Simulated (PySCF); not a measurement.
difluoromethane (CH₂F₂), SMILES FCF. Heavy atoms are numbered as in [F:1][CH2:2][F:3]. Hydrogens are named by the atom that carries them.

Coordinates come from a ωB97X-D3(BJ)/def2-TZVP optimisation.

Level of theory: PySCF with PBE0/pcSseg-2.

GIAO shieldings, no solvent; atoms alike by connectivity are averaged. δ = σ(ref) − σ: ¹⁹F against CFCl3 (σ = 165.8 ppm); ¹³C against TMS (σ = 186.1 ppm); ¹H against TMS (σ = 31.54 ppm), references at their B3LYP-D3(BJ)/def2-TZVP geometries, non-relativistic.

```
nucleus     atoms  count  δ (ppm)
-------  --------  -----  -------
¹⁹F            F1      2   -161.7
¹³C      C2 (CH2)      1    118.8
¹H        H on C2      2     5.81
```
